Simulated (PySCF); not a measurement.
Species: C₄H₇O (doublet state).
Cartesian coordinates in Å at the GFN2-xTB level; atoms count from 1:
```xyz
12
C4H7O angstrom
C     -1.549   -0.246    0.054
C     -0.059   -0.522    0.201
C      0.770    0.725   -0.148
C      2.232    0.534   -0.029
O      2.907   -0.396    0.287
H     -2.123   -1.136    0.303
H     -1.859    0.558    0.719
H     -1.788    0.041   -0.968
H      0.236   -1.341   -0.459
H      0.167   -0.822    1.226
H      0.499    1.559    0.505
H      0.568    1.045   -1.174
```

The hyperfine couplings belong to this conformer and change with its torsions.

As a line formula: `CCC[C]=O` [radical].

Theory: UKS B3LYP, pcH-1 on C H O, non-relativistic, mean-field spin-orbit, GIAO in PySCF 2.14.0. Isolated species at its GFN2-xTB geometry (one conformer only). A GFN2-xTB geometry isn't a minimum of the functional, and hyperfine couplings can be far from their values at a DFT geometry. Stability of the SCF solution: not tested.

Principal values of hyperfine tensors in MHz (contact and dipolar terms together), for some of the nuclei:

```csv
atom,isotope,A1,A2,A3,alike by the symmetry of this geometry
C3,13C,120.65,121.02,160.10,none
O5,17O,-149.00,7.25,14.92,none
C2,13C,16.41,16.88,31.44,none
H6,1H,10.00,10.67,12.91,none
C1,13C,5.25,5.29,8.24,none
H11,1H,-14.70,-11.21,9.01,H12
H10,1H,-7.13,-4.17,1.97,H9
H8,1H,-0.63,-0.07,3.32,H7
```

Task: Split each tensor into its isotropic and traceless parts, and turn a_iso into mT with g = 2.0004.

Result: a_iso is a third of the trace, T = A − a_iso, and a(mT) = a(MHz)/(g × 13.996).

```json
{"atom": "C3", "a_iso (MHz)": "133.92", "a_iso (mT)": "4.783", "T1": "-13.27", "T2": "-12.91", "T3": "26.18"}
{"atom": "O5", "a_iso (MHz)": "-42.27", "a_iso (mT)": "-1.510", "T1": "-106.72", "T2": "49.52", "T3": "57.20"}
{"atom": "C2", "a_iso (MHz)": "21.57", "a_iso (mT)": "0.770", "T1": "-5.17", "T2": "-4.70", "T3": "9.86"}
{"atom": "H6", "a_iso (MHz)": "11.19", "a_iso (mT)": "0.400", "T1": "-1.19", "T2": "-0.52", "T3": "1.72"}
{"atom": "C1", "a_iso (MHz)": "6.26", "a_iso (mT)": "0.224", "T1": "-1.01", "T2": "-0.97", "T3": "1.98"}
{"atom": "H11", "a_iso (MHz)": "-5.63", "a_iso (mT)": "-0.201", "T1": "-9.06", "T2": "-5.58", "T3": "14.64"}
{"atom": "H10", "a_iso (MHz)": "-3.11", "a_iso (mT)": "-0.111", "T1": "-4.02", "T2": "-1.06", "T3": "5.08"}
{"atom": "H8", "a_iso (MHz)": "0.87", "a_iso (mT)": "0.031", "T1": "-1.50", "T2": "-0.94", "T3": "2.45"}
```

Task: What spin density at the nucleus of C2 lies behind its contact coupling (g_N = 1.40482)?

Result: a_FC = (2μ0/3) gₑ μB g_N μN ρ(0)/(2S·h) = 800.24 MHz × g_N × ρ(0)/(2S), with ρ in bohr⁻³. With a_FC = 21.57 MHz and 2S = 1, ρ(0) = 0.01919 bohr⁻³.

Task: C4 (13C, g_N = 1.40482) isn't in the table. Its spin density at the nucleus is 0.3002 bohr⁻³. What is its contact coupling?

Result: By the same relation, a_FC = 337.5 MHz. Its full tensor has the principal values 284.56, 286.57, 441.43 MHz.

Task: Name the largest traceless tensor T of the table and describe it.

Result: O5: -106.7, 49.5, 57.2 MHz, nearly axial, close to the ratio +1:+1:−2.

Task: In a single crystal, with the field along each principal axis of the tensor of C3 in turn, what first-order splitting does this nucleus give (isotropic g, quadrupole terms neglected)?

Result: 2 lines (I = 1/2), spaced by |A_i|/(g × 13.996): 4.31, 4.32, 5.72 mT along the axes of A1, A2 and A3.

Hardware: an Arm Neoverse V2 with one thread, shared host with 32 logical CPUs at a one-minute load of 15. Cost: 20 s wall (grids of density and orbitals included), 0.75 GiB resident at most.
